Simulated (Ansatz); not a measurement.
Ansatz (a first-principles code) input (PBE/def2-SVP):

Ansatz 0.2 input:
```yaml
crystal:
  periodic: [false, false, false]
  atoms:
    - {symbol: C, position_ang: [0.04971801, 0.58373572, -0.00114401]}
    - {symbol: O, position_ang: [0.07409359, -0.58783396, -0.00094961]}
    - {symbol: H, position_ang: [-0.89105678, 1.20025732, 0.01446098]}
basis:
  gaussian:
    orbitals: def2-SVP
hamiltonian:
  xc: {name: PBE}
magnetization: {spin_polarized: true, initial_magnetization: 1}
output: {forces: true}
```

What final total energy does it give?

-113.63997 Eh.
